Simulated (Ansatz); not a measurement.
Results of r²SCANh in Ansatz (PAW) for hcp Zn.

Numerical settings: plane-wave cutoff 520 eV, 12×12×6 k mesh (along the axes of the cell as run), Fermi–Dirac smearing 0.05 eV, scalar-relativistic PAW data made under PBE.

Computed at the level's own relaxed cell.

Estimate the lattice parameter a and c axis length that the calculation returns.


lattice parameter a: 2.588 Å
c axis length: 5.113 Å

Measured, for comparison: lattice constant a 2.665 Å (293 K, not corrected to a static lattice, our sources range from 2.660 to 2.665; as tabulated in Wikipedia's data pages); lattice parameter c 4.946 Å (293 K, not corrected to a static lattice; as tabulated in Wikipedia's data pages). Computed (rounded) less measured: lattice constant a -2.9 % (-2.7 % to -2.9 % over the range), lattice parameter c +3.4 %.

Static lattice: no zero-point or thermal effects.

Cost on a shared machine: around 40 core-minutes (rough).

Ansatz is a program for electronic structure.
